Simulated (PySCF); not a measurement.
**SiH2ClO (SMILES O[SiH]Cl): U-r2SCAN/STO-3G**

What is the vertical doublet–quartet gap of SiH2ClO at U-r2SCAN/STO-3G? The job is set up through a Python script.

The results are computed with PySCF 2.14.0.

7 further runs of the same task are left out: 1 that didn't finish, 6 set aside as unsound or not needed.

## (1) The structure to begin with

The species is SiH2ClO (5 atoms), meant as a doublet with charge 0. As SMILES, `O[SiH]Cl`. The coordinates come from a PBE0-D4/def2-TZVP relaxation. This is one conformer, not always the lowest.

Bond lengths: O1–Si2 1.639 Å, Si2–Cl3 2.065 Å, O1–H4 0.959 Å, Si2–H5 1.488 Å. Angles: O1–Si2–Cl3 111.1°, O1–Si2–H5 105.3°, Cl3–Si2–H5 108.3°, Si2–O1–H4 118.3°.

## (2) The energy at U-r2SCAN/STO-3G

File input.py:

```python
# O[SiH]Cl
from pyscf import gto, dft

mol = gto.M(
    atom='''
O     -0.806100    -0.432000    -0.746500
Si    -0.092300     0.479800     0.414000
Cl     1.606600    -0.440800     1.143600
H     -1.024100    -1.343200    -0.540000
H      0.316000     1.736300    -0.271100
''',
    verbose=3,
    basis='sto-3g',
    charge=0,
    max_memory=1860,
    spin=1,
)

myscf = dft.UKS(mol, xc='r2scan')
myscf.conv_tol = 1e-10
myscf.grids.level = 5
myscf.kernel()
if not myscf.converged:
    myscf = myscf.newton().run(myscf.mo_coeff, myscf.mo_occ)

energy = myscf.e_tot
print(f'total energy: {energy:.8f} hartree')
```

Started as:

```bash
OMP_NUM_THREADS=1 python input.py
```

The program printed:

```text
converged SCF energy = -816.645596652928  <S^2> = 0.75110798  2S+1 = 2.0011077
total energy: -816.64559665 hartree
```

It took 11 s on 1 thread of Arm Neoverse V1, shared host; peak memory 0.24 GiB.

## (3) The quartet, same level

File run.py:

```python
from pyscf import gto, dft

mol = gto.Mole()
mol.atom = '''
O     -1.523308    -0.816362    -1.410681
Si    -0.174422     0.906691     0.782347
Cl     3.036034    -0.832991     2.161091
H     -1.935269    -2.538280    -1.020452
H      0.597153     3.281131    -0.512305
'''
mol.verbose = 4
mol.unit = 'bohr'
mol.basis = 'sto-3g'
mol.max_memory = 1860
mol.spin = 3
mol.build()

myscf = dft.UKS(mol)
myscf.xc = 'r2scan'
myscf.grids.level = 5
myscf.conv_tol = 1e-10
myscf.kernel()
if not myscf.converged:
    myscf = myscf.newton().run(myscf.mo_coeff, myscf.mo_occ)

etot = myscf.e_tot
print('Final energy', etot)
```

Started as:

```bash
OMP_NUM_THREADS=1 python run.py
```

The program printed:

```text
PySCF version 2.14.0

[INPUT] num. atoms = 5
[INPUT] num. electrons = 41
[INPUT] charge = 0
[INPUT] spin (= nelec alpha-beta = 2S) = 3
[INPUT] symmetry False subgroup None
[INPUT] Mole.unit = bohr
[INPUT] Symbol           X                Y                Z      unit          X                Y                Z       unit  Magmom
[INPUT]  1 O     -0.806099878812  -0.432000166261  -0.746500237078 AA   -1.523308000000  -0.816362000000  -1.410681000000 Bohr   0.0
[INPUT]  2 Si    -0.092300147483   0.479800214546   0.414000203432 AA   -0.174422000000   0.906691000000   0.782347000000 Bohr   0.0
[INPUT]  3 Cl     1.606600004378  -0.440799854101   1.143600107924 AA    3.036034000000  -0.832991000000   2.161091000000 Bohr   0.0
[INPUT]  4 H     -1.024100251800  -1.343199930934  -0.539999943238 AA   -1.935269000000  -2.538280000000  -1.020452000000 Bohr   0.0
[INPUT]  5 H      0.315999759033   1.736299751243  -0.271100131040 AA    0.597153000000   3.281131000000  -0.512305000000 Bohr   0.0

nuclear repulsion = 141.009372431396
number of shells = 15
number of NR pGTOs = 75
number of NR cGTOs = 25
basis = sto-3g
ecp = {}

[... 37 lines left out ...]
[... the frontier-level lines of each cycle are left out ...]
[... 5 lines left out ...]
[... 5 lines left out ...]
[... 5 lines left out ...]
[... 5 lines left out ...]
[... 5 lines left out ...]
[... 5 lines left out ...]
[... 5 lines left out ...]
[... 5 lines left out ...]
[... 5 lines left out ...]
[... 5 lines left out ...]
[... 5 lines left out ...]

cycle= 12 E= -816.301432570672  delta_E= -3.01e-07  |g|= 1.72e-05  |ddm|= 0.00189


cycle= 13 E= -816.301432572663  delta_E= -1.99e-09  |g|= 2.74e-05  |ddm|= 0.000483


cycle= 14 E= -816.301432573519  delta_E= -8.55e-10  |g|= 1.53e-05  |ddm|= 0.000406


cycle= 15 E= -816.301432573837  delta_E= -3.18e-10  |g|= 1.52e-06  |ddm|= 0.000137


cycle= 16 E= -816.301432573842  delta_E= -4.55e-12  |g|= 2.81e-07  |ddm|= 1.94e-05


Extra cycle  E= -816.30143257384  delta_E= 1.48e-12  |g|= 1.27e-06  |ddm|= 6.04e-06
converged SCF energy = -816.30143257384  <S^2> = 3.7512858  2S+1 = 4.0006428
Final energy -816.3014325738401
```

Run time: 14 s. Hardware: 1 thread of Arm Neoverse V1, shared host; peak memory 0.24 GiB.

## (4) Results

At U-r2SCAN/STO-3G:

| quantity | value |
| --- | --- |
| doublet: total energy | -816.64560 Eh |
| doublet: dipole moment | 2.64 D |
| doublet: HOMO energy (highest over α and β) | -2.17 eV |
| doublet: LUMO energy (lowest over α and β) | -0.18 eV |
| doublet: ⟨S²⟩ | 0.751 |
| quartet: total energy | -816.30143 Eh |
| quartet: dipole moment | 3.31 D |
| quartet: ⟨S²⟩ | 3.751 |
| vertical energy of the quartet above the doublet | 9.365 eV |

In words: At this shape the quartet lies 9.37 eV (216 kcal/mol) above the doublet. In a minimal basis such a difference can be off by several eV, whatever the method.
